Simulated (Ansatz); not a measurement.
A calculation with Ansatz (development build ahead of 0.2.0).

```yaml
crystal:
  periodic: [false, false, false]
  atoms:
    - { symbol: "N", position_ang: [0.0, 0.0, 0.0] }
    - { symbol: O, position_ang: [0.0, 0.0, 2.65] }
basis:
  gaussian: { orbitals: "6-31G" }
total_charge: 1
magnetization:
  spin_polarized: true
hamiltonian:
  xc: pbe0
scf:
  omitted_lower_state_checks: [starts, atomic_configurations, cluster_reference, orbital_swaps, given_window_search, neighbouring_geometries, increment]
output:
  forces: true
```

The input is written out in the form of the current development build from the run's settings.

Results

| Quantity | Value |
| --- | --- |
| Converged | yes |
| Total energy | -129.06330 hartree |
| Spin squared of the determinant | 2.507 |
| Stability test | minimum |

Forces (eV/Å):
```tsv
atom	Fx	Fy	Fz
N1	0.000	0.000	0.773
O2	0.000	0.000	-0.773
```

Caution: charge can spread falsely over distant fragments; the unrestricted determinant is a mixture of spin states.
